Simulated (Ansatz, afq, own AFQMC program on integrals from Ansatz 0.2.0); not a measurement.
**AlO, doublet: AFQMC among the cluster methods**

```yaml
atoms:
  - { symbol: Al, position_ang: [0.0000, 0.0000, 0.0000] }
  - { symbol: O, position_ang: [0.0000, 0.0000, 1.7480] }
```

Basis 6-31G. Only valence electrons are correlated. Integrals, coupled cluster, full CI and functionals: Ansatz 0.2.0; the random walks run on the same integrals in our own AFQMC program. ph-AFQMC/CISD is guided by a CISD state made of CCSD amplitudes; releasing the constraint for a short imaginary time cuts its bias at the price of noise, slowly where states lie close. ± is one standard error of the sampling.

Determinant: ROHF, the one that the program's search chose, which needn't be the lowest solution. The geometry is a point of a scan.

Full CI on the same integrals is exact in this basis and with this determinant's frozen core.

Cautions: the search met a lower determinant of the same kind, perhaps of another symmetry (541 meV lower), and this one is a saddle point; strong correlation (T1 0.125, weight of the determinant 0.65, largest double 0.14); the released energies are still falling, so no released level is given (meV from the phaseless value at times in 1/Eh: -8 ± 5 at 0.24, -11 ± 4 at 0.51, -17 ± 8 at 0.99, -21 ± 3 at 1.62, -31 ± 4 at 2.40).

* T1 diagnostic: 0.1252
* weight of the determinant in the CISD state: 0.650
* size of the correlated space: 9 electrons in 16 orbitals

```json
{"level": "MP2", "correlation energy (eV)": "-3.5106"}
{"level": "CCSD", "correlation energy (eV)": "-4.5217"}
{"level": "CCSD(T)", "correlation energy (eV)": "-4.6753"}
```

Task: Estimate where full CI lies against CCSD(T) on the same integrals.

Result: 93.9 meV below CCSD(T).

Reference: full CI, correlation energy -4.769 eV. The cautions show a poor starting determinant, so the rows tell how each method copes with it here, and full CI is the sure value.

```csv
level,E − E(reference) (meV),share of correlation (%)
CCSD(T),93.9,98.03
ph-AFQMC/CISD,67.2 ± 4.7,98.59
```

A walk keeps the symmetry of its determinant, which the program's search chose and which needn't be the lowest solution, so a lower state of the same spin and another symmetry isn't excluded.
